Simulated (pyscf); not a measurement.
**Addition across a multiple bond or ene-type step: O=CH–OH + H₂O -> HO–CH(OH)–OH**

Gas phase, singlet surface, charge 0. Bonds broken: O6–H7. Bonds formed: C2–O6, O3–H7. PySCF, gas phase, ωB97X-D3(BJ)/def2-SVP geometries. Correlated levels are frozen-core, on RHF or UHF. ΔMP2 is the change of the MP2 total energy from the triple- to the quadruple-zeta basis.

Transition state (Å):

```xyz
8

O     -0.2230     0.9867    -0.3215
C     -0.1091    -0.3364    -0.0905
O     -1.1768    -1.0689    -0.1715
H     -1.1779     1.1619    -0.3486
H      0.8826    -0.7011    -0.4076
O      0.0087    -0.6237     1.6011
H     -0.9436    -1.1303     1.0720
H     -0.2080     0.1828     2.0943
```

One imaginary mode, 1711i cm⁻¹; descent along it reached the two sides named, in the forms told below.

| bond | change | reactant side (Å) | saddle | product side |
|---|---|---|---|---|
| O6–H7 | breaks | 0.970 | 1.201 | 2.177 |
| C2–O6 | forms | 3.0 | 1.720 | 1.401 |
| O3–H7 | forms | 2.036 | 1.267 | 0.965 |

Electronic energies relative to the separated reactants (kcal/mol):

```tsv
level	barrier	reaction energy	reverse barrier
ωB97X-D3(BJ)/def2-TZVP	39.3	-0.3	39.6
PBE/def2-TZVP	33.7	+2.9	30.8
r²SCAN/def2-TZVP	34.9	+0.2	34.6
B3LYP-D3(BJ)/def2-TZVP	39.6	+2.8	36.8
PBE0-D3(BJ)/def2-TZVP	35.7	-1.8	37.5
M06-2X/def2-TZVP	37.5	-2.8	40.3
ωB97M-D3(BJ)/def2-TZVP	39.0	+0.6	38.4
HF/def2-TZVP	56.1	+2.8	53.4
MP2/def2-QZVPP	40.2	+1.8	38.4
CCSD/def2-TZVPP	43.7	+0.5	43.2
CCSD(T)/def2-TZVPP	41.0	+1.1	39.9
CCSD(T)/def2-TZVPP + ΔMP2(QZVPP)	41.3	+1.1	40.2
```

With CCSD(T)/def2-TZVPP + ΔMP2(QZVPP) energies and thermal terms (ideal gas, 1 atm, RRHO with modes under 100 cm⁻¹ raised to 100, one conformer, R ln 2 for chiral ones without a mode under 150 cm⁻¹), in kcal/mol:

```
T (K)   ΔH‡   ΔG‡    ΔH     ΔG
-----  ----  ----  ----  -----
298    40.1  51.0  +3.7  +14.0
600    40.1  62.1  +4.1  +24.3
900    40.7  73.0  +5.0  +34.2
1200   41.4  83.7  +6.1  +43.7
```

On the reactant side the descent ends in a complex, 5.5 kcal/mol under the separated species and 44.8 kcal/mol under the saddle at ωB97X-D3(BJ)/def2-TZVP. The same reactants have a lower exit, to O=CH–OH + H₂O (barrier +2.9 kcal/mol at ωB97M-D3(BJ), against +39.0 kcal/mol here). One saddle was located; it need not be the lowest between these sides. The CCSD(T) − MP2 part came from Ansatz, without density fitting, on the same reference.
